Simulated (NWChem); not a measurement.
Correlation energy of methylamine (CH₅N)

```
C
H 1 1.1017
H 1 1.1017 2 106.33
H 1 1.1109 2 107.02 3 114.13
N 1 1.4464 2 109.84 3 -118.80
H 5 1.0177 1 110.59 2 -63.08
H 5 1.0177 6 106.10 1 119.97
```
Charge 0, spin multiplicity 1.

Program: NWChem. Structure: optimised with PBE0/def2-SVP, a minimum by its harmonic frequencies.

Basis set: cc-pVDZ. Each correlation energy counts from its own Hartree-Fock reference.

The correlated methods keep 2 core orbitals frozen. Coupled-cluster values serve here as a point of comparison, not as the truth.

**Question.** For the correlation energy, CR-CCSD(T) gives -363.4 mHa and SCS-MP2 gives -327.4 mHa. What do CCSD, MP2 give?

**Answer.** CCSD: -356.5 mHa; MP2: -325.9 mHa.
